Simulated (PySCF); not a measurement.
**H3SN, singlet: computed properties**

Method: PBE0 in PySCF with S def2-TZVP, N def2-TZVP, H def2-TZVP; no relativity; density-fitted integrals.

The structure is a minimum.

```xyz
5
charge 0 multiplicity 1, angstrom
S     0.0000    0.3350    0.1509
N     0.0000   -0.9888   -0.4454
H     1.0074    0.7981    0.9977
H     0.0002    1.5149   -0.5934
H    -1.0076    0.7983    0.9974
```

```json
{"Point group": "C3v", "Bond lengths": "S–H 1.395 Å (×3), S–N 1.452 Å", "Bond angles": "H–S–H 92.5° (×3), H–S–N 123.5° (×3)", "Highest occupied level": "-7.01 eV", "Entropy at 298.15 K and 1 bar": "232.1 J/(mol K)", "Zero-point energy": "80.8 kJ/mol", "Rotational symmetry number": "3", "Principal polarisabilities": "26.0, 26.0, 43.2 bohr³", "Lowest empty level": "-0.73 eV", "Atomisation energy without zero-point energy": "998 kJ/mol", "Rotational constants": "4.12, 0.6304, 0.6304 cm⁻¹", "Principal quadrupole moments (Buckingham, traceless) about the centre of mass": "-3.25, 1.63, 1.63 D Å", "Enthalpy at 298.15 K above 0 K": "10.43 kJ/mol", "Dipole moment": "4.73 D", "Heat capacity Cp at 298.15 K": "41.2 J/(mol K)"}
```

Harmonic modes (masses in u: S 31.972, N 14.003, H 1.008):
```csv
symmetry,ω (cm⁻¹),"IR (km/mol, summed over degenerate members)",μ (u)
e,825,3.3,1.29
e,1217,54.3,1.03
a1,1251,0.7,1.71
a1,1432,75.2,2.27
e,2205,430,1.04
a1,2329,216,1.04
```

In C3v the vibrations span 3e + 3a1.

Charges (e):
```
  atom  Mulliken  Löwdin  polar tensor  Mayer order to S1
    S1      0.22    0.59          1.07                  –
    N2     -0.51   -0.62         -0.55               2.30
H3,4,5      0.10    0.01         -0.18               0.78
```

Mulliken populations on S1: s 5.55, p 9.46, d 0.75, f 0.02.

Counting electrons, sulfur keeps none of its valence electrons outside its bonds, so the VSEPR class is AX4 and the expected shape is tetrahedral; with unlike ligands the computed point group is C3v.

This need not be the most stable arrangement of these atoms.

The final relaxation and frequency run took 34 s on 2 threads of a shared Arm Neoverse N1 host, with 86 basis functions and 11 gradients; the process peaked at 1.1 GiB. Launch command: `OMP_NUM_THREADS=2 python axn.py task.json out`.
